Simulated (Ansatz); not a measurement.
Species: C₂H₅NO, SMILES `CC(N)=O` (charge 0, multiplicity 1), formula C$_{2}$H$_{5}$NO.

How many basis functions does Ansatz (a quantum-chemistry and plane-wave program) with frozen-core CCSD(T)/cc-pVTZ // B3LYP-D3(BJ)/def2-TZVP use, how many core orbitals are frozen, and how many electrons are correlated?

190 basis functions and 4 frozen orbitals, which leaves 24 correlated electrons. Core time is of the order of minutes.
